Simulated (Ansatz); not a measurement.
Start from AlAs in the zinc blende structure (space group F-43m, No. 216).

AlAs is taken in the cubic space group F-43m (No. 216), the zinc blende structure, Pearson symbol cF8. Lattice parameters: a = b = c = 5.728 Å, α = β = γ = 90.00°. As on 4d is coordinated by 4 Al at 2.480 Å (tetrahedral). Al on 4a is coordinated by 4 As at 2.480 Å (tetrahedral). (Neighbours: up to the widest gap in distance over summed covalent radii, below 1.35, at either atom; cation-cation and far metal-metal contacts left out.)
(The calculation used a cell of 2 atoms; values per cell refer to that cell.)

Computed with plane-wave PAW DFT at the PBE level (Ansatz, a quantum-chemistry and plane-wave program, 420 eV), no spin-orbit coupling, earlier PAW set.

| level | band gap | lattice parameter a |
|---|---|---|
| PBE | 1.50 eV | 5.728 Å |

Q: What does experiment give, and how far off is each level?

A: Measured: band gap 2.28 eV (static lattice; corrected from measurement; as listed in Wei Chen et al., Physical Review Materials (2018)); lattice parameter a 5.649 Å (static lattice; corrected from measurement; as listed in Daniel Mejia-Rodriguez, S. B. Trickey, Phys. Rev. B (2018)). Computed minus measured — band gap: PBE -0.78 eV; lattice parameter a: PBE +1.4 %. A measured gap can be an optical one, lowered by exciton binding. Levels without spin-orbit coupling miss its lowering of the gap, often about a third of the valence-band splitting.

Stability against distortions was not tested.
